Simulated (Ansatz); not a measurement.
Relaxation of CH4O2S (8 atoms, charge 0, multiplicity 1), to a largest force component of 0.02 eV/Å in at most 50 steps.

These are results of RKS PBE/def2-SVP in Ansatz, not measurements.

```xyz
8
Properties=species:S:1:pos:R:3
O 0.503 1.116 -0.846
C 0.174 0.782 0.454
S 0.488 -0.977 0.860
O -0.720 -1.650 -0.081
H -0.071 0.632 -1.454
H -0.880 0.969 0.686
H 0.821 1.350 1.123
H 1.252 -2.070 1.215
```

Q: Where does it end, and by what steps?

A: The forces met the threshold. After 16 steps the energy has fallen by 2.840 eV; H8 moved furthest, 0.81 Å.

```json
{"step": "0", "energy less start (eV)": "0.0000", "largest force component (eV/Å)": "5.457", "accepted": "yes"}
{"step": "1", "energy less start (eV)": "-1.1905", "largest force component (eV/Å)": "4.487", "accepted": "yes"}
{"step": "2", "energy less start (eV)": "-1.8216", "largest force component (eV/Å)": "2.539", "accepted": "yes"}
{"step": "3", "energy less start (eV)": "-2.1649", "largest force component (eV/Å)": "2.319", "accepted": "yes"}
{"step": "4", "energy less start (eV)": "-2.5250", "largest force component (eV/Å)": "1.079", "accepted": "yes"}
{"step": "5", "energy less start (eV)": "-2.6869", "largest force component (eV/Å)": "0.958", "accepted": "yes"}
{"step": "6", "energy less start (eV)": "-2.7422", "largest force component (eV/Å)": "0.613", "accepted": "yes"}
{"step": "7", "energy less start (eV)": "-2.7967", "largest force component (eV/Å)": "0.235", "accepted": "yes"}
{"step": "8", "energy less start (eV)": "-2.8177", "largest force component (eV/Å)": "0.185", "accepted": "yes"}
{"step": "9", "energy less start (eV)": "-2.8284", "largest force component (eV/Å)": "0.378", "accepted": "yes"}
{"step": "10", "energy less start (eV)": "-2.8257", "largest force component (eV/Å)": "0.670", "accepted": "no"}
{"step": "11", "energy less start (eV)": "-2.8377", "largest force component (eV/Å)": "0.098", "accepted": "yes"}
{"step": "12", "energy less start (eV)": "-2.8391", "largest force component (eV/Å)": "0.069", "accepted": "yes"}
{"step": "13", "energy less start (eV)": "-2.8396", "largest force component (eV/Å)": "0.033", "accepted": "yes"}
{"step": "14", "energy less start (eV)": "-2.8397", "largest force component (eV/Å)": "0.027", "accepted": "yes"}
{"step": "15", "energy less start (eV)": "-2.8395", "largest force component (eV/Å)": "0.044", "accepted": "no"}
{"step": "16", "energy less start (eV)": "-2.8397", "largest force component (eV/Å)": "0.005", "accepted": "yes"}
```

```xyz
8
Properties=species:S:1:pos:R:3
O 0.415 0.839 -0.805
C 0.185 0.798 0.536
S -0.042 -1.097 0.909
O -0.538 -1.509 -0.489
H -0.052 0.005 -1.154
H -0.784 1.238 0.881
H 1.027 1.191 1.147
H 1.358 -1.313 0.932
```

Whether the end is a true minimum wasn't checked by a vibrational analysis.

The run took 42 s on 1 thread of Arm Neoverse V1 (shared host), peak memory 0.14 GiB.
